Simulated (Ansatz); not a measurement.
Input file:

```yaml
crystal:
  periodic: [false, false, false]
  atoms:
    - {symbol: Sn, position_ang: [0.000882, -0.000032, 0.001350]}
    - {symbol: H, position_ang: [0.576157, 1.135430, 1.140485]}
    - {symbol: H, position_ang: [-0.534073, -1.105191, 1.098141]}
    - {symbol: H, position_ang: [-0.629028, 1.129569, -1.176177]}
    - {symbol: H, position_ang: [0.483093, -1.156028, -1.221387]}
basis:
  gaussian: {orbitals: def2-TZVP}
total_charge: 1
magnetization: {spin_polarized: false, initial_magnetization: 1}
correlation: {active_space: {ras: {orbitals: [3, 1, 61], electrons: 7, max_holes: 2, max_particles: 2}, fixed_orbitals: true}}
```

```sh
$ ansatz run in.yaml --threads 1 --pin off --events-out ev --progress --plain --max-ram 2393MiB
```

Output:

```
675 factors; integrals over basis functions are off by at most 9.2e-4 eV
mean field evaluation 1: about -5856.5840 eV, gradient 8.2e0 eV
mean field evaluation 2: about -5856.5861 eV, gradient 8.2e0 eV
mean field evaluation 4: about -5856.9718 eV, gradient 9.0e-1 eV
mean field evaluation 8: about -5856.9827 eV, gradient 1.0e-1 eV
mean field evaluation 16: about -5856.9292 eV, gradient 4.8e-1 eV
mean field evaluation 32: about -5856.9416 eV, gradient 5.8e-1 eV
mean field -5856.98287512 eV, -215.2401506552 hartree, gradient 8.2e-6 eV, S^2 0.750000; 4 other end points of the search recorded, 0 dependent functions left out
reference -5856.98287512 eV, -215.2401506552 hartree; 13, 12 occupied and 61, 62 virtual orbitals, 675 factors
state -5860.69936044 eV, -215.3767289715 hartree
Total energy: -5860.69936044 eV, -215.3767289715 hartree
```

Ran on 1 thread of Arm Neoverse V2, shared host: 4.2 s wall, 0.24 GiB peak host memory.
